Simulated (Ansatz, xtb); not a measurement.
## CH6BSi+: which of two isomers lies lower

Structure X is `C[B+][SiH3]`, a singlet and structure Y is `[BH+]C[SiH3]`, a singlet. Both are isolated ions in the gas phase, relaxed with PBE0-D3(BJ)/def2-SVP; the shapes shown needn't be the lowest conformers.

X (Å):

```xyz
9

C     0.5171    0.3072   -2.3416
B    -0.4670   -0.7006   -1.9136
Si   -1.8179   -2.0834   -1.3263
H     1.0423   -0.0339   -3.2574
H     0.0113    1.2701   -2.5602
H     1.2686    0.4742   -1.5428
H    -2.5809   -2.3869   -2.5674
H    -0.9826   -3.2089   -0.8263
H    -2.6067   -1.3875   -0.2736
```

Y (Å):

```csv
atom,x (Å),y (Å),z (Å)
C,0.1525,-0.5242,-1.7402
B,-0.2216,0.6391,-2.4920
Si,-1.3914,-1.7934,-1.6229
H,0.9811,-1.0765,-2.2293
H,0.4291,-0.2637,-0.6979
H,-0.5984,1.5747,-3.1237
H,-1.7228,-2.1582,-3.0214
H,-0.8162,-2.9013,-0.8241
H,-2.4768,-1.0491,-0.9398
```

Estimate which is lower in electronic energy at CCSD(T)/def2-TZVP, and by roughly how much.

Too close to call at this level: CCSD(T)/def2-TZVP gives E(Y) − E(X) = +0.007 eV.

The same difference at several levels:

```csv
level,geometry,E(Y) − E(X) (eV),departure from the last row (eV),"job, with rough time for the two"
GFN2-xTB,GFN2-xTB,−0.611,−0.617,"optimisation, 0.75 s"
HF/STO-3G,GFN2-xTB,+0.443,+0.436,"single point, 1 s"
r2SCAN-D4/def2-SVP,GFN2-xTB,+0.141,+0.134,"single point, 7.2 s"
PBE0-D3(BJ)/def2-SVP,PBE0-D3(BJ)/def2-SVP,+0.096,+0.089,"optimisation, 3.3 min"
HF/def2-TZVP,PBE0-D3(BJ)/def2-SVP,+0.026,+0.019,part of the CCSD(T) run
MP2/def2-TZVP,PBE0-D3(BJ)/def2-SVP,−0.114,−0.121,part of the CCSD(T) run
CCSD(T)/def2-TZVP,PBE0-D3(BJ)/def2-SVP,+0.007,,"single point, 48 s"
```

As drawn, Y has 1 C–Si, 1 B–H in place of 1 B–Si, 1 C–H.

The largest departure from CCSD(T)/def2-TZVP is that of GFN2-xTB, 0.617 eV.

With harmonic frequencies from PBE0-D3(BJ)/def2-SVP (ideal gas, rigid rotor, one conformer each, 298.15 K, 1 atm): on the last row, ΔE + ΔZPE = +0.006 eV. A mode under 50 cm⁻¹ makes harmonic enthalpies and free energies unreliable, so none is given.

The correlated steps freeze 7 core orbitals. Run with Ansatz 0.2.0, xtb 6.7.1; the last row on 1 thread of Intel(R) Xeon(R) Processor @ 2.50GHz (Skylake/Cascade Lake) on a shared host.
